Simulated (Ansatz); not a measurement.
A nudged elastic band was laid between two geometries of H5N2Si (8 atoms, charge -1, multiplicity 1).

Level of theory: Ansatz 0.2.0, RKS B3LYP-D4/def2-mTZVP.

```
movable images  : 7
climbing image  : yes
spring          : 5.0 eV/Å²
optimiser       : quadratic models (default)
start path      : through a guess of the saddle point
force threshold : 0.05 eV/Å
iteration limit : 60
end points      : relaxed
```

Initial state:

```xyz
8
Properties=species:S:1:pos:R:3
N -1.325 0.312 -1.128
Si 0.137 0.471 -0.355
N 0.791 -0.831 0.725
H -2.155 0.330 -0.531
H 1.216 0.602 -1.393
H 0.386 1.627 0.625
H 0.425 -0.757 1.673
H 0.525 -1.754 0.385
```

Final state:

```xyz
8
Properties=species:S:1:pos:R:3
N -0.551 0.758 -1.295
Si 0.628 0.768 0.115
N 0.553 -0.977 0.747
H -1.404 0.224 -1.120
H -0.120 0.340 -2.118
H -0.411 1.366 1.112
H 1.449 -1.300 1.097
H -0.145 -1.178 1.462
```

(1) What changes between the two ends?

(2) Give the energies along the band, and the barrier.

(3) What is the geometry of the highest image?

## Answers

(1) Bonds broken: Si2–H5. Bonds formed: N1–H5.

(2) The forces met the threshold. The highest image is number 4 of 0 to 8, 262.0 kJ/mol above the first end and 239.1 kJ/mol above the last; the last end lies 22.9 kJ/mol above the first. The profile has 2 maxima (images 4, 6) with wells between them (image 5): this band takes more than one step, which may be the mechanism or a detour left from its start path. Neighbouring images differ by up to 2.4 eV, so the band resolves the path poorly. A vibrational analysis at the climbing image gives one clearly imaginary mode, 1553i cm⁻¹: a first-order saddle point. The orbitals stay closed-shell, which can raise the energy where a bond breaks towards radicals; this wasn't checked here. Limits of this set-up: an anion without diffuse functions, the dipole of an ion depends on the origin.

```csv
image,path coordinate (Å),energy (kJ/mol),Si2–H5 (Å),N1–H5 (Å)
0,0.00,0.0,1.50,2.57
1,0.40,9.5,1.50,2.45
2,0.79,68.4,1.50,2.18
3,1.19,182.7,1.52,1.86
4,1.59,262.0,1.61,1.50
5,2.61,26.1,2.31,1.02
6,3.64,41.5,2.43,1.01
7,4.67,30.3,2.41,1.02
8,5.69,22.9,2.39,1.02
```

(3) 
```xyz
8
Properties=species:S:1:pos:R:3
N -1.055 0.688 -1.089
Si 0.456 0.652 -0.209
N 0.798 -0.817 0.804
H -1.905 0.238 -0.692
H 0.208 0.180 -1.730
H 0.588 1.636 0.991
H 0.228 -0.897 1.646
H 0.682 -1.681 0.280
```

The run took 3.6 min on 1 CPU thread of a shared host.
